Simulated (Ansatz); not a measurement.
# BH₂ (doublet): the correlation ladder at distance B1–H2 = 1.487 Å, aug-cc-pVDZ

How much of the correlation energy of BH₂ (doublet) does each wave-function method recover here?

Program: Ansatz 0.2.0, Gaussian basis. Level of theory: aug-cc-pVDZ, core rule «outside noble gas», up to 1 orbitals frozen. These are calculated values, not measurements.

To be run: UHF; CCSD(T) on ROHF; CCSD(T) on UHF; BCCD(T) on ROHF; CISD; CCSDT(Q) on ROHF; CCSDT(Q) on UHF; CASSCF and MRCISD+Q, 3 electrons in 3 orbitals; CASSCF and NEVPT2, 3 electrons in 3 orbitals; CASSCF and MRCISD+Q, 5 electrons in 6 orbitals; CASSCF and NEVPT4(SD), 5 electrons in 6 orbitals; CASSCF and NEVPT2, 5 electrons in 6 orbitals; Full CI.

15 further runs of the same task are left out: 11 that didn't finish, 4 set aside as unsound or not needed.

**1. The geometry**

The geometry derives from a PBE0/def2-TZVP stationary point (not a proven minimum). One bond is set to the value named and the two fragments are kept rigid.

3 atoms, charge 0, spin multiplicity 2.

Atoms are counted from 1 here; the program's logs count them from 0.

Bond lengths: B1–H3 1.191 Å.

**2. UHF**

Contents of in.yaml:

```yaml
crystal:
  periodic: [false, false, false]
  atoms:
    - {symbol: B, position_ang: [0.000000, -0.089937, 0.021010]}
    - {symbol: H, position_ang: [0.000000, 0.545517, -1.323373]}
    - {symbol: H, position_ang: [0.000000, 0.419136, 1.098018]}
basis:
  gaussian: {orbitals: aug-cc-pVDZ}
magnetization: {spin_polarized: true, initial_magnetization: 1}
hamiltonian: {xc: hf}
output: {orbitals: {seedname: orbitals}}
```

Launch:

```sh
ansatz run in.yaml --threads 1 --pin off --events-out ev --progress --plain --max-ram 2393MiB
```

After this run come: CCSD(T) on ROHF; CCSD(T) on UHF; BCCD(T) on ROHF; CISD; CCSDT(Q) on ROHF; CCSDT(Q) on UHF; CASSCF and MRCISD+Q, 3 electrons in 3 orbitals; CASSCF and NEVPT2, 3 electrons in 3 orbitals; CASSCF and MRCISD+Q, 5 electrons in 6 orbitals; CASSCF and NEVPT4(SD), 5 electrons in 6 orbitals; CASSCF and NEVPT2, 5 electrons in 6 orbitals; Full CI.

**Question.** What will the summary of the whole plan be? Wanted: FCI below the RHF energy; RMP2 from FCI; UMP2 from FCI; RCCSD from FCI; RCCSD(T) from FCI; UCCSD(T) from FCI; RCCSDT(Q) from FCI; UCCSDT(Q) from FCI; NEVPT2 pair from FCI.

The runs gave:

| quantity | value |
| --- | --- |
| FCI below the RHF energy | -2.6149 eV |
| RMP2 from FCI | +664.5 meV |
| UMP2 from FCI | +660.6 meV |
| RCCSD from FCI | +62.9 meV |
| RCCSD(T) from FCI | +16.4 meV |
| UCCSD(T) from FCI | +16.3 meV |
| RCCSDT(Q) from FCI | +0.2 meV |
| UCCSDT(Q) from FCI | 0.0 meV |
| NEVPT2 pair from FCI | +600.6 meV |
| MRCISD+Q pair from FCI | -5.8 meV |
| NEVPT2 valence from FCI | +499.0 meV |
| levels within 1 kcal/mol (43 meV) | RCCSD(T), UCCSD(T), BCCD(T), RCCSDT, UCCSDT, RCCSDT(Q), UCCSDT(Q), MRCISD+Q pair, MRCISD+Q valence |
| T1 diagnostic | 0.017 |
| effectively unpaired electrons | 1.03 |

In words: RCCSD(T) misses by +16.4 meV, 0.6 % of the correlation energy. MRCISD+Q pair falls below full CI: the +Q correction isn't variational, and the cores differ from full CI's. One determinant dominates. Of the multireference levels listed MRCISD+Q pair comes nearest in total energy (-5.8 meV), which doesn't show that its space is the better one. These misses are within one basis, not against nature; the frozen cores of restricted and unrestricted runs differ, which can shift their rows.
